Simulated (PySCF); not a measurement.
# Proton affinity of 2-methylallylamine, site by site

Molecule: 2-methylallylamine, `C=C(C)CN` (C4H9N). Optimised structure (Å), atoms numbered from 1:
```
C    -0.9330    1.4059   -0.6596
C    -0.4602    0.2276   -0.2377
C    -1.2929   -0.7695    0.5083
C     0.9731   -0.1694   -0.4885
N     1.6611   -0.4561    0.7581
H    -1.9727    1.7001   -0.4900
H    -0.2942    2.1132   -1.1969
H    -2.2930   -0.3792    0.7419
H    -0.7838   -1.0597    1.4397
H    -1.4099   -1.6934   -0.0837
H     0.9747   -1.0965   -1.0902
H     1.4534    0.6100   -1.1151
H     1.7943    0.4028    1.2883
H     2.5860   -0.8391    0.5796
```

Energies: ωB97X-D3(BJ)/def2-TZVP (PySCF, density fitting, integration grid level 2) on PBE0-D3(BJ)/def2-SVP structures. ωB97X-D3(BJ) is ωB97X-V with D3(BJ) in place of VV10. Zero-point and thermal terms (298.15 K, 1 bar) come from unscaled PBE0-D3(BJ)/def2-SVP harmonic frequencies, with soft modes damped to free rotors in the entropy.

```csv
site,product,PA / kJ/mol,GB / kJ/mol,gas share
N5 (amine nitrogen),C=C(C)C[NH3+],925,894,> 99.9 %
C1 (alkene carbon),C[C+](C)CN,851,823,< 0.1 %
```

PA is −ΔH and GB is −ΔG of B + H⁺ → BH⁺ in the gas phase. Shares are Boltzmann weights among the listed products; an error of 10 kJ/mol changes a ratio about 56-fold. Sites whose products fell apart, merged with another or lost in a GFN2-xTB screen aren't listed.

Of the listed sites N5 (amine nitrogen) is favoured in the gas phase, 71 kJ/mol ahead of C1 in free energy.

Measured values (NIST Chemistry WebBook, evaluated or the median of agreeing entries): proton affinity (−ΔH) 918 kJ/mol (computed 925, difference 8); gas-phase basicity (−ΔG) 884 kJ/mol (computed 894, difference 11). These are compared with the most favourable site that keeps the skeleton.

Note: protonation at a multiple bond is drawn as the open cation; a hydrogen-bridged form may lie lower, and the ion may have rearranged by a hydride shift.

Differences come from unrounded values, so a last digit can differ from that of the printed terms.
